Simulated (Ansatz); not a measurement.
Ansatz (a program for electronic structure) input (B3LYP/6-31G*):

Ansatz 0.2 input:
```yaml
crystal:
  periodic: [false, false, false]
  atoms:
    - {symbol: Cl, position_ang: [-0.00000000, -0.00000000, -0.50551697]}
    - {symbol: O, position_ang: [0.00000000, 0.00000000, 1.07422357]}
basis:
  gaussian:
    orbitals: 6-31G*
hamiltonian:
  xc: {name: B3LYP}
magnetization: {spin_polarized: true, initial_magnetization: 1}
relax: {f_tol: 0.003, max_steps: 120}
```

### Question
What final total energy does it give?

### Answer
-535.29227 Eh.
